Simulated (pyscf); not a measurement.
GeH₄ (SMILES [GeH4]) + O (SMILES [O]) [triplet] → GeH₃• (SMILES [GeH3]) + OH• (SMILES [OH]) (hydrogen abstraction; triplet surface; Ge–H broken, H–O formed). Single points on ωB97X-D3(BJ)/def2-SVP structures (PySCF, gas phase). Correlated levels are frozen-core, on RHF or UHF. ΔMP2 is the change of the MP2 total energy from the triple- to the quadruple-zeta basis. Energies in kcal/mol from the separated reactants.

```json
[
 {"level": "r²SCAN/def2-TZVP", "barrier": "-4.7", "reaction energy": "-20.1"},
 {"level": "B3LYP-D3(BJ)/def2-TZVP", "barrier": "-2.6", "reaction energy": "-17.6"},
 {"level": "M06-2X/def2-TZVP", "barrier": "1.1", "reaction energy": "-20.2"},
 {"level": "HF/def2-TZVP", "barrier": "20.6", "reaction energy": "+2.3"},
 {"level": "MP2/def2-QZVPP", "barrier": "7.8", "reaction energy": "-17.9"},
 {"level": "CCSD(T)/def2-TZVPP", "barrier": "?", "reaction energy": "-13.8"},
 {"level": "CCSD(T)/def2-TZVPP + ΔMP2(QZVPP)", "barrier": "?", "reaction energy": "?"}
]
```

Question: Some entries are withheld; supply them.

Answer: 
- CCSD(T)/def2-TZVPP, barrier: 5.8
- CCSD(T)/def2-TZVPP + ΔMP2(QZVPP), barrier: 5.1
- CCSD(T)/def2-TZVPP + ΔMP2(QZVPP), reaction energy: -15.2

At r²SCAN, B3LYP-D3(BJ) this geometry lies under the reactants; that is no barrier but a single point on another level's saddle; such a level's own saddle, if it has one, lies nearer that side and is low. GeH₃• + OH• also meet on a surface of lower spin, which isn't treated here. One saddle was located; it need not be the lowest between these sides. The angle at the transferred H is 133°. The CCSD(T) − MP2 part came from Ansatz, without density fitting, on the same reference. The frozen core leaves the outer d or s,p core shells of the metals and heavy elements correlated in the MP2 and CC values, and def2-TZVPP describes them poorly, which can shift differences by a few kcal/mol. Left out: the spin-orbit lowering of OH, O. Elements up to Kr have no core potential and no relativistic terms here.
